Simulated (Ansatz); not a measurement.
InH₂⁺, singlet: breathe scan

Starting geometry (PBE0/def2-TZVP stationary point for this spin, not checked as a minimum):

```yaml
atoms:
  - { symbol: In, position_ang: [0.0000, 0.0000, 0.0000] }
  - { symbol: H, position_ang: [0.0000, 0.0000, -1.6654] }
  - { symbol: H, position_ang: [0.0000, 0.0000, 1.6654] }
```

From there all distances are scaled together; atoms are numbered as listed. Energies are in eV, counted from the starting geometry at the same level.

Basis def2-TZVPP with its core potentials; Ansatz 0.2.0. Correlated methods freeze the noble-gas cores and the filled d shells of p-block atoms. Prefix R: restricted or restricted open-shell reference; prefix U: unrestricted. Active spaces: valence = (4e, 6o) chosen from the atoms' valence shells. No spin–orbit coupling is included; scalar relativity enters through the core potentials alone.

Unrestricted rows (U) aren't spin-pure: their determinants' ⟨S²⟩ exceeds S(S+1) by up to 1.02, so they mix in states of higher spin. Coupled cluster chose its determinant by trial CCSD, here up to 3.23 eV above the lowest Hartree–Fock solution of its kind. Runs in a small pair space aren't shown, since their orbitals change along the scan.

Full CI is exact within this basis and frozen core; it isn't the basis-set limit. The frozen core follows each run's orbitals, which can shift R against U totals by a few meV for light atoms and by up to 0.1 eV past Ca.

```
scale of all distances  full CI  unpaired electrons (full CI)  error UHF  error RCCSD(T)  error BCCD(T)  error RCCSDT  error RCCSDT(Q)  error MRCISD (valence space)
                 0.878    0.985                          0.02     -0.096          -0.002         -0.002         0.000            0.000                         0.006
                 1.000    0.000                          0.03      0.000           0.000          0.000         0.000            0.000                         0.000
                 1.121    0.312                          0.06      0.161           0.004          0.003         0.000            0.000                         0.008
                 1.316    1.636                          0.30      0.105           0.013          0.010        -0.001            0.000                         0.025
                 1.511    2.696                          1.19     -0.598         -0.034*        -0.016*       -0.019*           0.001*                         0.020
                 1.742    3.095                          1.93     -0.944         -0.124*        -0.113*       -0.022*          -0.001*                         0.008
                 2.027    3.170                          2.03     -1.020         -0.040*        -0.039*       -0.005*          -0.004*                         0.009
                 2.369    3.202                          2.04     -1.041         -0.095*        -0.015*        0.000*           0.001*                         0.012
```

An asterisk marks runs whose energy the program itself flagged as in doubt.

Unpaired electrons are Σ n²(2−n)² over natural occupations. Errors are those of relative energies. In total energy the starting point itself misses full CI by: UHF 1.947, RCCSD(T) 0.007, BCCD(T) 0.007, RCCSDT 0.001, RCCSDT(Q) 0.000, MRCISD (valence space) -0.010 eV.

Spread of the error over the points with a reference, to 2.369 (largest less smallest): RCCSDT(Q) 0.005, RCCSDT 0.022, MRCISD (valence space) 0.025, BCCD(T) 0.123, RCCSD(T) 0.136, UHF 1.202 eV.

Going outwards, the relative energy of UHF first misses by more than 0.043 eV (1 kcal/mol) at 1.121.

Going outwards, the relative energy of BCCD(T) first misses by more than 0.043 eV (1 kcal/mol) at 1.742.
